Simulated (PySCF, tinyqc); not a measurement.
Inside a calculation. Method: RHF in the sto-3g basis, for CH+, spin multiplicity 1. The lowest restricted solution is unstable here: a spin-polarised one lies 0.0081 hartree lower (PySCF). One step of it, computed by the program tinyqc.

Question. Iteration 3: building the Fock matrix. J_ij = sum D_kl (ij|kl), K_ij = sum D_kl (ik|jl); F = H + J - 0.5 K; E = tr D H + tr D J / 2 - 0.25 tr D K + E_nn.

D after iteration 2, lower triangle:
```
,1C 1s,1C 2s,1C 2px,1C 2py,1C 2pz,2H 1s
1C 1s,2.127074
1C 2s,-0.512295,2.076527
1C 2px,0.000000,0.000000,0.000000
1C 2py,0.000000,0.000000,0.000000,0.000000
1C 2pz,0.069751,-0.321429,0.000000,0.000000,1.123927
2H 1s,-0.022116,0.003923,0.000000,0.000000,0.718112,0.481005
```

core Hamiltonian H = T + V (hartree), lower triangle:
```
,1C 1s,1C 2s,1C 2px,1C 2py,1C 2pz,2H 1s
1C 1s,-18.112533
1C 2s,-4.365272,-5.067170
1C 2px,0.000000,0.000000,-3.999538
1C 2py,0.000000,0.000000,0.000000,-3.999538
1C 2pz,-0.008848,-0.100850,0.000000,0.000000,-4.060575
2H 1s,-0.428098,-1.173319,0.000000,0.000000,-1.114226,-2.563826
```

Two-electron integrals (ij|kl) in chemists' order, unique and non-zero (hartree):
```
i,j,k,l,(ij|kl)
1,1,1,1,3.541948
2,1,1,1,0.576921
2,1,2,1,0.111888
2,2,1,1,0.854682
2,2,2,1,0.205284
2,2,2,2,0.624709
3,1,3,1,0.020296
3,2,3,1,0.030858
3,2,3,2,0.137996
3,3,1,1,0.852436
3,3,2,1,0.205335
3,3,2,2,0.624568
3,3,3,3,0.672833
4,1,4,1,0.020296
4,2,4,1,0.030858
4,2,4,2,0.137996
4,3,4,3,0.036269
4,4,1,1,0.852436
4,4,2,1,0.205335
4,4,2,2,0.624568
4,4,3,3,0.600295
4,4,4,4,0.672833
5,1,5,1,0.020296
5,2,5,1,0.030858
5,2,5,2,0.137996
5,3,5,3,0.036269
5,4,5,4,0.036269
5,5,1,1,0.852436
5,5,2,1,0.205335
5,5,2,2,0.624568
5,5,3,3,0.600295
5,5,4,4,0.600295
5,5,5,5,0.672833
6,1,1,1,0.056130
6,1,2,1,0.010827
6,1,2,2,0.019857
6,1,3,3,0.019799
6,1,4,4,0.019799
6,1,5,1,0.000618
6,1,5,2,0.001170
6,1,5,5,0.019980
6,1,6,1,0.001068
6,2,1,1,0.165962
6,2,2,1,0.040550
6,2,2,2,0.140188
6,2,3,3,0.136613
6,2,4,4,0.136613
6,2,5,1,0.003787
6,2,5,2,0.028790
6,2,5,5,0.147193
6,2,6,1,0.004090
6,2,6,2,0.045787
6,3,3,1,0.003680
6,3,3,2,0.020665
6,3,5,3,0.005282
6,3,6,3,0.004887
6,4,4,1,0.003680
6,4,4,2,0.020665
6,4,5,4,0.005282
6,4,6,4,0.004887
6,5,1,1,0.155857
6,5,2,1,0.038515
6,5,2,2,0.141152
6,5,3,3,0.134385
6,5,4,4,0.134385
6,5,5,1,0.006675
6,5,5,2,0.046575
6,5,5,5,0.154521
6,5,6,1,0.004017
6,5,6,2,0.054509
6,5,6,5,0.068597
6,6,1,1,0.349434
6,6,2,1,0.086715
6,6,2,2,0.342651
6,6,3,3,0.326760
6,6,4,4,0.326760
6,6,5,1,0.008531
6,6,5,2,0.090592
6,6,5,5,0.373953
6,6,6,1,0.008790
6,6,6,2,0.154158
6,6,6,5,0.201319
6,6,6,6,0.774606
```

nuclear repulsion = 2.10547962 hartree

Give: Coulomb J; exchange K; Fock matrix F; total energy of this density.

Answer.

Coulomb J (hartree), lower triangle:
```
,1C 1s,1C 2s,1C 2px,1C 2py,1C 2pz,2H 1s
1C 1s,10.0665
1C 2s,1.8664,3.9746
1C 2px,0.0000,0.0000,3.9248
1C 2py,0.0000,0.0000,0.0000,3.9248
1C 2pz,-0.0033,0.0262,0.0000,0.0000,4.0580
2H 1s,0.1813,0.9026,0.0000,0.0000,0.9254,2.3917
```

exchange K (hartree), lower triangle:
```
,1C 1s,1C 2s,1C 2px,1C 2py,1C 2pz,2H 1s
1C 1s,7.1970
1C 2s,1.1948,1.5427
1C 2px,0.0000,0.0000,0.3488
1C 2py,0.0000,0.0000,0.0000,0.3488
1C 2pz,0.0027,-0.0635,0.0000,0.0000,1.3093
2H 1s,0.1237,0.4615,0.0000,0.0000,0.5867,0.7983
```

Fock matrix F (hartree), lower triangle:
```
,1C 1s,1C 2s,1C 2px,1C 2py,1C 2pz,2H 1s
1C 1s,-11.6446
1C 2s,-3.0962,-1.8639
1C 2px,0.0000,0.0000,-0.2491
1C 2py,0.0000,0.0000,0.0000,-0.2491
1C 2pz,-0.0135,-0.0428,0.0000,0.0000,-0.6572
2H 1s,-0.3086,-0.5014,0.0000,0.0000,-0.4822,-0.5712
```

total energy of this density = -37.413345 hartree
